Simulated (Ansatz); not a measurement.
System: hcp Ru. Method: PBEsol (plane waves, PAW; Ansatz, a first-principles code).

Settings: plane-wave cutoff 520 eV, 24×24×14 k mesh (along the axes of the cell as run), Fermi–Dirac smearing 0.05 eV, no spin polarisation, scalar-relativistic PAW data made under PBE.

Cell (relaxed at this level):

Space group P6₃/mmc (No. 194); a = 2.691 Å, b = 2.691 Å, c = 4.247 Å, α = 90.00°, β = 90.00°, γ = 120.00°

```
atom  site  symmetry       x       y       z
----  ----  --------  ------  ------  ------
Ru      2c      -6m2  0.3333  0.6667  0.2500
```

Give the computed bulk modulus and pressure derivative B′ of the bulk modulus.


- bulk modulus = 346 GPa
- pressure derivative B′ of the bulk modulus = 4.8

The run finds no gap.

Measured, for comparison: bulk modulus 318 GPa (zero-point energy and finite temperature contributions removed, our sources range from 318 to 336; as tabulated in doi:10.1021/acs.jctc.3c00612). Computed (rounded) less measured: bulk modulus +9 % (+3 % to +9 % over the range).

Note: the bulk modulus comes from volumes at which shape and atoms were relaxed.

Static lattice: no zero-point or thermal effects.

It cost very roughly 5 core-minutes of CPU time.
